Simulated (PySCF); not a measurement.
# How methods differ on the ionisation energy of Cl

Cl [Ne] 3s2 3p5 (2P) → Cl⁺ [Ne] 3s2 3p4 (3P), as a difference of total energies. All numbers are calculated (PySCF 2.14, the non-relativistic Hamiltonian (point nucleus), in def2-SVP (4s3p1d, 18 functions)). Correlated levels: valence: [Ne] frozen. The calculations carry no spin-orbit coupling.

| method | ionisation energy (eV) |
| --- | --- |
| UHF | 11.784 |
| M06-L | 13.092 |
| TPSS | 12.917 |
| SCS-MP2 (valence) | 12.313 |
| CCSD (valence) | 12.263 |

**Question.** Estimate what MP2 (valence) gives.

**Answer.** 12.328 eV, closest to SCS-MP2 (valence) among the rows shown.

**Question.** Estimate what CCSD(T) (valence) gives.

**Answer.** 12.262 eV, closest to CCSD (valence) among the rows shown.

Errors of the correlated levels include the incompleteness of this basis and the frozen core.

For comparison: 12.974 eV (measured; NIST levels, between the centres of gravity of the two terms).
